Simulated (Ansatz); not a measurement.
## Worked example: vertical ionisation energy of C3H8 (propane)

The species is C3H8 (11 atoms), meant as a singlet with charge 0. As SMILES, `CCC`. Geometry: relaxed at PBE0-D4/def2-TZVP.

Both states at this one shape; open shells run unrestricted unless said. 1 Eh = 27.2114 eV.

| level | program | singlet C3H8 (Eh) | doublet [C3H8]+ (Eh) |
| --- | --- | --- | --- |
| HF/def2-SVP | Ansatz | -118.182098 | -117.759692 |
| revPBE/def2-SVP | Ansatz | -119.011256 | -118.606003 |
| CAM-B3LYP/def2-SVP | Ansatz | -118.972596 | -118.542808 |
| CCSD/def2-SVP, 3 core orbitals frozen | Ansatz | -118.675811 | -118.231064 |

Question: Work out the vertical ionisation energy at each level.

Answer: 
1. HF/def2-SVP: -117.759692 − (-118.182098) = 0.422406 Eh = 11.49 eV.
2. revPBE/def2-SVP: -118.606003 − (-119.011256) = 0.405253 Eh = 11.03 eV.
3. CAM-B3LYP/def2-SVP: -118.542808 − (-118.972596) = 0.429788 Eh = 11.70 eV.
4. CCSD/def2-SVP: -118.231064 − (-118.675811) = 0.444747 Eh = 12.10 eV.

No measured value is set beside it here; the levels span 11.03 to 12.10 eV.
